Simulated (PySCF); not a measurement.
# SF and its ions

UHF-CCSD(T); basis S aug-cc-pV(D+d)Z, F aug-cc-pVDZ; no relativity; PySCF 2.14. Neutral (UHF): doublet (π ↑), Re = 1.650 Å, ωe = 802 cm⁻¹, De = 3.18 eV.

SF⁻ (RHF): singlet (closed shell), Re = 1.770 Å, ωe = 630 cm⁻¹, De = 2.15 eV to S + F⁻. The energies at the minima are -497.28143 hartree for SF and -497.36214 for SF⁻.

(1) Work out the adiabatic electron affinity, without and with harmonic zero-point energies (1 hartree = 27.2114 eV, 1 eV = 8065.5 cm⁻¹), and the change of the bond length.

Correlated steps freeze 6 core orbitals. Correlated levels converge slowly with the basis: in double zeta they bind strong bonds too weakly, by up to about 1 eV, and carry superposition errors of some tenths. For an ion De counts to the pair picked by the measured ionisation energies or electron affinities, which need not be the lowest pair at this level. Where the molecule has an RHF reference, its open-shell atoms are computed with UHF. States were picked by a PBE0 search and need not be the measured ground states.

Neutral and ion stand on different kinds of reference determinant, which adds to the error of the difference.

## Answers

(1) At CCSD(T): 0.08071 hartree = 2.196 eV between the minima; the zero-point term (802.0 − 630.0)/2 cm⁻¹ = +0.011 eV makes it 2.207 eV. Re changes by +12.0 pm against the neutral. The electron enters a π orbital, and the longer bond of the ion fits an antibonding orbital, or a change in how ionic the bond is.
